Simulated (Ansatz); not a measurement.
## C₂H₄S₂, SMILES CC1SS1: a short molecular-dynamics run, step by step

Computed with the Python package of Ansatz (0.2.0).

The cells in order, each with its output:

```python
import warnings

import ansatz
import numpy as np
from rdkit import Chem
from rdkit.Chem import AllChem
```

```python
BASIS = '6-31G*'
XC = 'PBE0'
VDW = 'd4'
N_STEPS = 40
TEMPERATURE_K = 500

warnings.simplefilter('ignore', ansatz.DeckWarning)
```

```python
# a force-field geometry from the SMILES
rd = Chem.AddHs(Chem.MolFromSmiles('CC1SS1'))
AllChem.EmbedMolecule(rd, randomSeed=624)
AllChem.UFFOptimizeMolecule(rd)
molecule = ansatz.Crystal.molecule()
for atom, xyz in zip(rd.GetAtoms(), rd.GetConformer().GetPositions()):
    molecule = molecule.atom(atom.GetSymbol(), xyz.round(5).tolist())

job = (
    molecule.calculation()
    .basis(gaussian=BASIS)
    .functional(XC, dispersion=VDW)
    .md('nvt_langevin', timestep=0.5, steps=N_STEPS, temperature=TEMPERATURE_K, initial_velocities='maxwell_boltzmann', seed=68, friction=0.01)
)
frames = []
job.session().plan().execute(on_event=lambda e: frames.append(e['data']) if e['event'] == 'md_step' else None)
print('t (fs)   E_pot (eV)      E_kin (eV)   T (K)   d(0-1) (A)')
for f in frames[::2]:
    xyz = np.array(f['positions_ang'])
    print(f'{f["time_fs"]:6.2f} {f["lagrangian_ev"]:14.5f} {f["e_kin_ev"]:10.5f} {f["temperature_k"]:8.1f} {np.linalg.norm(xyz[0] - xyz[1]):9.4f}')
print('mean temperature', round(float(np.mean([f['temperature_k'] for f in frames])), 1), 'K')
symbols = [site.symbol for site in molecule.cartesian_sites]
with open('last_frame.xyz', 'w') as handle:
    handle.write(f'{len(symbols)}\nt = {frames[-1]["time_fs"]} fs\n')
    handle.writelines('{:2s} {:10.5f} {:10.5f} {:10.5f}\n'.format(s, *xyz) for s, xyz in zip(symbols, frames[-1]['positions_ang']))
```

    t (fs)   E_pot (eV)      E_kin (eV)   T (K)   d(0-1) (A)
      0.00   -23798.36789    0.45241    437.5    1.5225
      1.00   -23798.35394    0.45443    439.5    1.5248
      2.00   -23798.28232    0.31137    301.1    1.5245
      3.00   -23798.22253    0.24891    240.7    1.5234
      4.00   -23798.22119    0.24728    239.1    1.5195
      5.00   -23798.24915    0.28508    275.7    1.5125
      6.00   -23798.25749    0.30680    296.7    1.5037
      7.00   -23798.25742    0.32111    310.5    1.4941
      8.00   -23798.28197    0.32585    315.1    1.4826
      9.00   -23798.34297    0.34921    337.7    1.4740
     10.00   -23798.40812    0.46381    448.5    1.4670
     11.00   -23798.42512    0.47248    456.9    1.4622
     12.00   -23798.39534    0.40842    395.0    1.4597
     13.00   -23798.37229    0.39038    377.5    1.4612
     14.00   -23798.38301    0.41547    401.8    1.4657
     15.00   -23798.40118    0.46793    452.5    1.4726
     16.00   -23798.38431    0.38752    374.7    1.4816
     17.00   -23798.34092    0.39964    386.5    1.4919
     18.00   -23798.30899    0.41379    400.2    1.5024
     19.00   -23798.33995    0.49608    479.7    1.5136
     20.00   -23798.39927    0.52613    508.8    1.5263
    mean temperature 372.8 K

It writes `last_frame.xyz`:
```text
8
t = 20.0 fs
C    -0.96373   -0.18266    0.03029
C     0.52894   -0.10694    0.33970
S     1.57824    1.22948   -0.28177
S     1.61260   -0.72270   -0.96147
H    -1.60040    0.44137    0.69056
H    -1.22060    0.08743   -0.98191
H    -1.33787   -1.21493    0.07365
H     0.72894   -0.41505    1.40493
```

What to keep in mind:
- Total energies depend on the basis set; only differences at equal settings carry meaning.
- The trajectory is only some femtoseconds long, so its temperature is not equilibrated; where the script doesn't relax first, it starts from a rough generated geometry.
- The printed temperature counts all 3N degrees of freedom under Langevin dynamics, so the first row lies under the target.
- Run time: 2.3 min on 1 thread of Arm Neoverse V1 (shared host), peak memory 0.27 GiB.

(Lines on the test bed's own set-up are left out of the output.)
